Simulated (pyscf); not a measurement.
Single points on ωB97X-D3(BJ)/def2-SVP structures (PySCF, gas phase).

SMILES: CN(C)[Si](O)(O)O
```xyz
16

C     -0.5639     0.5159    -1.3644
N     -0.1977     0.7681     0.0153
C     -0.7652     1.9763     0.5780
Si     1.0725    -0.0635     0.8041
O      1.1201    -1.5610     0.0965
O      2.6076     0.5641     0.6913
O      0.7830    -0.0617     2.4436
H     -1.6620     0.4299    -1.4698
H     -0.1160    -0.4279    -1.7036
H     -0.2274     1.3278    -2.0393
H     -0.4385     2.8863     0.0366
H     -1.8712     1.9498     0.5421
H     -0.4664     2.0821     1.6319
H      1.9992    -1.9530     0.0724
H      2.9430     0.9608     1.5015
H     -0.0968    -0.3511     2.7057
```
Charge 0, spin multiplicity 1.

Task: How much does it cost (ΔH, 298 K, ωB97M-D3(BJ)/def2-TZVP) to split H₃C–N(CH₃)–Si(OH)(OH)–OH (SMILES CN(C)[Si](O)(O)O) at its H–O bond into H₃C–N(CH₃)–Si(O•)(OH)–OH + H•?

Result: H–O to H₃C–N(CH₃)–Si(O•)(OH)–OH + H•: 470.5 kJ/mol. The 7 functionals that were run give +408.1 (PBE) to +477.4 kJ/mol (M06-2X). H₃C–N(CH₃)–Si(O•)(OH)–OH lies 86.1 kJ/mol over its isomer •H₂C–N(CH₃)–Si(OH)(OH)–OH, and others may lie lower still (electronic energy, ωB97M-D3(BJ)).
